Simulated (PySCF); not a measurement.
Molecule: methoxyacetone, C₄H₈O₂.

Bonds (- single, = double, # triple, : aromatic): C1-O2, O2-C3, C3-C4, C4-C5, C4=O6. C1 carries H7, H8, H9; C3 carries H10, H11; C5 carries H12, H13, H14.

Frames of a GFN2-xTB Langevin trajectory at 200 K; GIAO PBE0/pcSseg-1 shieldings in PySCF 2.14, gas phase, non-relativistic; equivalent atoms averaged within each frame.

Scale: 13C (σref 186.93) and 1H (σref 31.72) against TMS; 17O (σref 336.08) vs H2O (reference shieldings calculated alike). The references are static minima.

Question: How do the shifts (ppm) fluctuate along the trajectory?

Answer: 
```
         time (fs)     C4    C3    C1    C5     O6    O2  H10/H11  H7/H8/H9  H12/H13/H14
optimised geometry  213.6  83.2  61.0  30.5  656.6  17.0     3.82      3.57         2.28
               250  212.5  86.7  58.3  32.6  648.2  19.1     3.80      3.06         2.56
               425  224.5  87.9  59.2  34.4  681.3  11.3     3.65      3.61         2.26
               625  214.9  84.8  58.7  30.6  667.4   2.8     4.79      3.62         3.33
               800  220.8  83.4  61.7  25.8  702.0  10.4     3.98      3.60         2.36
              1000  211.0  89.6  62.7  24.5  631.9  19.0     4.33      3.59         2.57
    mean of frames  216.7  86.5  60.1  29.6  666.2  12.5     4.11      3.50         2.61
standard deviation    5.7   2.5   2.0   4.3   27.4   6.8     0.46      0.24         0.42
```

5 frames give an uncertainty of the mean of about the standard deviation over 2.2 at best, since frames this close in time may not be independent; classical motion lacks zero-point vibration, and the reference would need the same averaging.
